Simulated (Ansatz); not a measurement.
Write a Python script for the Ansatz DFT code, driven from Python that makes a single point in a Gaussian basis of C₃H₆N₂, SMILES C=CNC=N. Settings: PBE0, def2-SVP basis, multiplicity 1.

```xyz
11

C    -0.2910    1.6791    1.2534
C    -0.2548    0.4884    0.7347
N     0.1693    0.1438   -0.5233
C     0.3696   -1.1037   -1.0377
N    -0.0202   -2.2328   -0.4852
H    -0.0436    2.6167    0.6765
H    -0.6904    1.8778    2.2518
H    -0.5204   -0.3497    1.3270
H     0.5003    0.9343   -1.0495
H     0.6982   -1.1066   -2.0396
H     0.1484   -3.0042   -1.0876
```

`energy_c3h6n2.py`:
```python
from pathlib import Path

import ansatz
import numpy as np

GEOMETRY = '''
C    -0.29100    1.67910    1.25340
C    -0.25480    0.48840    0.73470
N     0.16930    0.14380   -0.52330
C     0.36960   -1.10370   -1.03770
N    -0.02020   -2.23280   -0.48520
H    -0.04360    2.61670    0.67650
H    -0.69040    1.87780    2.25180
H    -0.52040   -0.34970    1.32700
H     0.50030    0.93430   -1.04950
H     0.69820   -1.10660   -2.03960
H     0.14840   -3.00420   -1.08760
'''

geometry = ansatz.Crystal.molecule()
for line in GEOMETRY.strip().splitlines():
    symbol, *xyz = line.split()
    geometry = geometry.atom(symbol, [float(v) for v in xyz])

base = geometry.calculation()
base = base.basis(gaussian='def2-SVP')
base = base.functional('PBE0')
base = base.forces()
base = base.orbitals()
result = base.run(runs_dir='runs')
r = result.report

print('reference energy %16.6f eV' % r['reference_energy_ev'])
print('total energy     %16.6f eV' % r['free_energy_ev'])
print('occupied orbitals outside the frozen core (up, down):', r['n_occupied'], ' frozen:', r['n_frozen'], ' virtual:', r['n_virtual'])

field = r['mean_field']
print('<S^2> =', round(abs(field['state']['spin_squared']), 4), ' all-electron relativity setting:', field['relativity'])
print('passes:', field['passes'])
if 'symmetry' in field:
    print('occupied orbitals by irrep:', field['symmetry']['occupied'])

symbols = [site.symbol for site in geometry.cartesian_sites]
forces = np.array(r['forces_ev_ang'])
print('largest force', round(float(np.linalg.norm(forces, axis=1).max()), 4), 'eV/A, rms', round(float(np.sqrt((forces ** 2).mean())), 4))

charges = r['charge_distribution']
print('dipole moment', round(4.803205 * float(np.linalg.norm(charges['dipole_moment_e_ang'])), 3), 'D')
print('Mulliken:', [(s, round(q, 3)) for s, q in zip(symbols, charges['mulliken_charges_e'])])

lines = Path(r['orbitals_path']).read_text().splitlines()
field_of = lambda key: [line.split('=')[1].strip() for line in lines if line.startswith(key)]
orbitals = [(27.211386 * float(e), s, float(n)) for e, s, n in zip(field_of('Ene='), field_of('Spin='), field_of('Occup='))]
homo = max(e for e, _, n in orbitals if n > 0.5)
lumo = min(e for e, _, n in orbitals if n < 0.5)
print(f'HOMO {homo:.3f} eV, LUMO {lumo:.3f} eV, gap {lumo - homo:.3f} eV')
```

Output of `python energy_c3h6n2.py`:
```text
reference energy     -6175.767771 eV
total energy         -6175.767771 eV
occupied orbitals outside the frozen core (up, down): [19, 19]  frozen: 0  virtual: [81, 81]
<S^2> = 0.0  all-electron relativity setting: none
passes: {'evaluations': 16, 'products': 12}
occupied orbitals by irrep: [{'A': 19}, {'A': 19}]
largest force 4.1276 eV/A, rms 1.3242
dipole moment 2.778 D
Mulliken: [('C', -0.153), ('C', 0.069), ('N', -0.149), ('C', 0.086), ('N', -0.255), ('H', 0.039), ('H', 0.059), ('H', 0.046), ('H', 0.134), ('H', 0.017), ('H', 0.106)]
HOMO -6.212 eV, LUMO 0.022 eV, gap 6.234 eV
```

What to keep in mind:
- Total energies depend on the basis set; only differences at equal settings carry meaning.
- The geometry is a force-field or estimated start, not a minimum of this method, and the basis set is short of its limit.
- Levels such as HOMO and LUMO are orbital energies: with these approximate functionals they aren't the ionisation energy and electron affinity, and their gap isn't the fundamental gap.
- Finished in 4.3 s on 1 thread of Arm Neoverse V1 (shared host), peak memory 0.25 GiB.
